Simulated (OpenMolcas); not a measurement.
# One shape, several levels: SiO (SMILES O=[Si])

We compute a comparison of 6 runs (HF/STO-3G, B2PLYP/STO-3G, M06-2X/STO-3G, PBE0/STO-3G, SVWN5/STO-3G, MP2/STO-3G) of SiO. 

The calculation is run with OpenMolcas 26.06.

1 further run of the same task is left out (for a known fault of the program).

### Step 1. The structure to begin with

SiO has 2 atoms, charge 0, and is taken as a singlet. As SMILES, `O=[Si]`. The shape is that of a PBE0-D4/def2-TZVP optimisation.

Bond lengths: O1–Si2 1.509 Å.

### Step 2. The energy at HF/STO-3G (run 1)

calc.input reads:

```
>>> EXPORT MOLCAS_PRINT=2
&GATEWAY
BasLib
$CurrDir
Coord
2
angstrom
O       -0.640700       0.231500      -0.324000
Si       0.640700      -0.231500       0.324000
Basis
STO-3G
Group
NoSym
&SEWARD
&SCF
Thresholds
1e-10 1e-07 1e-07 1e-05
PrOrbitals
1 1
```

The basis set STO-3G is read from a file made from the Basis Set Exchange's data (not shown).

Command:

```console
$ export MOLCAS_MEM=1860
$ pymolcas calc.input > calc.log
```

What it wrote:

```text
--- Start Module: gateway ---
[...]
--- Stop Module: gateway /rc=_RC_ALL_IS_WELL_ ---
--- Start Module: seward ---
[...]
      Basis functions           14
--- Stop Module: seward /rc=_RC_ALL_IS_WELL_ ---
--- Start Module: scf ---
[...]
       Convergence after  10 Iterations
[...]
::    Total SCF energy                               -359.3984582134
[...]
      Total spin, S                                     0.0000000000
[...]
      Total electronic charge=   22.000000
      Total            charge=   -0.000000
[...]
      Dipole Moment (debye):
      Origin of the operator (angstrom)=    0.1746   -0.0631    0.0883
                   X=  1.6125E+00               Y= -5.8262E-01               Z=  8.1542E-01           Total=  1.8985E+00
      Quadrupole Moment (debye*angstrom):
[...]
--- Stop Module: scf /rc=_RC_ALL_IS_WELL_ ---
[...]
```

Wall time 1.6 s (1 thread of Arm Neoverse V1, shared host); peak memory 0.37 GiB.

### Step 3. A single-point energy at B2PLYP/STO-3G (run 2)

calc.input: that of step 2 with these lines changed.

```diff
@@ -1,2 +1 @@
->>> EXPORT MOLCAS_PRINT=2
 &GATEWAY
@@ -14,3 +13,8 @@
 &SEWARD
+GridInput
+Grid=UltraFine
+End of Grid
 &SCF
+KSDFT
+B2PLYP_SCF
 Thresholds
@@ -19 +23,4 @@
 1 1
+&MBPT2
+Frozen
+6
```

The basis set STO-3G is read from a file made from the Basis Set Exchange's data (not shown).

Command:

```console
$ export MOLCAS_MEM=1860
$ pymolcas calc.input > calc.log
```

What it wrote:

```text
--- Start Module: gateway ---
[...]
--- Stop Module: gateway /rc=_RC_ALL_IS_WELL_ ---
[...]
      Basis functions           14
[...]
--- Start Module: scf ---
[...]
       Convergence after  11 Iterations
[...]
::    Total KS-DFT energy                            -360.0148198669
[...]
      Total spin, S                                     0.0000000000
[...]
      Total electronic charge=   22.000000
      Total            charge=   -0.000000
[...]
      Dipole Moment (debye):
      Origin of the operator (angstrom)=    0.1746   -0.0631    0.0883
                   X=  1.2953E+00               Y= -4.6802E-01               Z=  6.5502E-01           Total=  1.5251E+00
      Quadrupole Moment (debye*angstrom):
[...]
--- Stop Module: scf /rc=_RC_ALL_IS_WELL_ ---
[...]
--- Start Module: mbpt2 ---
[...]
 ###    WARNING: MP2 implementation intended for RHF references only         ###
 ###############################################################################
MBPT2 WARNING: Reference function according to RunFile:KS-DFT
I'll assume you know what you're doing and continue
WARNING!
Default frozen orbitals as non valence orbitals is overwritten by user input.
Default values:   3
[...]
       Reference weight ( Cref**2 )         =        0.82818
::    Total MBPT2 energy                             -360.2245522805
[...]
      Total MBPT2 calculations                           0.03      0.03
--- Stop Module: mbpt2 /rc=_RC_ALL_IS_WELL_ ---
[...]
```

Run time: 2.6 s. Hardware: 1 thread of Arm Neoverse V1, shared host; peak memory 0.37 GiB.

Runs 3 to 5 aren't shown in full; the table further down has their settings and results.

### Step 4. A single-point energy at MP2/STO-3G (run 6)

calc.inp reads:

```
* OSi MP2

&GATEWAY
 BASLIB = $CurrDir
 COORD
 2
 angstrom
 O       -0.640700       0.231500      -0.324000
 Si       0.640700      -0.231500       0.324000
 BASIS = STO-3G
 GROUP = NoSym

&SEWARD

&SCF
 THRESHOLDS = 1e-10 1e-07 1e-07 1e-05
 PRORBITALS = 1 1

&MBPT2
 FROZEN = 6
```

The basis set STO-3G is read from a file made from the Basis Set Exchange's data (not shown).

Command:

```console
$ export MOLCAS_MEM=1860
$ pymolcas calc.inp > calc.log
```

What it wrote:

```text
--- Start Module: gateway ---
[...]
--- Stop Module: gateway /rc=_RC_ALL_IS_WELL_ ---
[...]
      Basis functions           14
[...]
--- Start Module: scf ---
[...]
       Convergence after  10 Iterations
[...]
::    Total SCF energy                               -359.3984582134
[...]
      Total spin, S                                     0.0000000000
[...]
      Total electronic charge=   22.000000
      Total            charge=   -0.000000
[...]
      Dipole Moment (debye):
      Origin of the operator (angstrom)=    0.1746   -0.0631    0.0883
                   X=  1.6125E+00               Y= -5.8262E-01               Z=  8.1542E-01           Total=  1.8985E+00
      Quadrupole Moment (debye*angstrom):
[...]
--- Stop Module: scf /rc=_RC_ALL_IS_WELL_ ---
--- Start Module: mbpt2 ---
[...]
WARNING!
Default frozen orbitals as non valence orbitals is overwritten by user input.
Default values:   3
[...]
       Reference weight ( Cref**2 )         =        0.90774
::    Total MBPT2 energy                             -359.5412971043
[...]
      Total MBPT2 calculations                           0.03      0.04
--- Stop Module: mbpt2 /rc=_RC_ALL_IS_WELL_ ---
[...]
```

Run time: 1.6 s. Hardware: 1 thread of Arm Neoverse V1, shared host; peak memory 0.37 GiB.

### Step 5. All runs side by side

| run | level | frozen core orbitals | integration grid | energy (Eh) | dipole moment (D) of the reference | HOMO energy (eV) | LUMO energy (eV) | wall time |
| --- | --- | --- | --- | --- | --- | --- | --- | --- |
| 1 | HF/STO-3G | – | – | -359.398458 | 1.90 | -7.67 | 7.97 | 1.6 s |
| 2 | B2PLYP/STO-3G | 6 | UltraFine | -360.071448 | 1.53 | -5.65 | 5.27 | 2.6 s |
| 3 | M06-2X/STO-3G | – | UltraFine | -360.288345 | 1.41 | -5.75 | 4.84 | 3 s |
| 4 | PBE0/STO-3G | – | UltraFine | -360.093776 | 1.28 | -4.43 | 3.62 | 2.9 s |
| 5 | SVWN5/STO-3G | – | UltraFine | -358.568249 | 1.06 | -2.95 | 2.47 | 2.5 s |
| 6 | MP2/STO-3G | 6 | – | -359.541297 | 1.90 | -7.67 | 7.97 | 1.6 s |

### Step 6. Outcome

| quantity | value |
| --- | --- |
| run 6: total energy | -359.54130 Eh |
| run 6: dipole moment (mean-field density) | 1.90 D |
| run 6: HOMO energy (Hartree–Fock orbitals) | -7.67 eV |
| run 6: LUMO energy (Hartree–Fock orbitals) | 7.97 eV |
| run 6: HOMO–LUMO gap (Hartree–Fock orbitals) | 15.65 eV |
| run 6: correlation energy (6 core orbitals frozen) | -142.8 mEh |

What this shows: Over runs 1, 2, 3, 4, 5 the dipole moment (its size) runs from 1.06 D (SVWN5/STO-3G) to 1.90 D (HF/STO-3G). Over runs 1, 2, 3, 4, 5 the HOMO–LUMO gap runs from 5.42 eV (SVWN5/STO-3G) to 15.65 eV (HF/STO-3G). Exact exchange widens orbital gaps. For B2PLYP the log adds the whole second-order term; the table takes 0.27 of it, as the functional is defined. Totals of different functionals can't be ranked against each other. In runs 1, 2, 3, 4, 5, 6 the basis is minimal, so the values are rough. All runs together took 14 s, the longest 3 s.
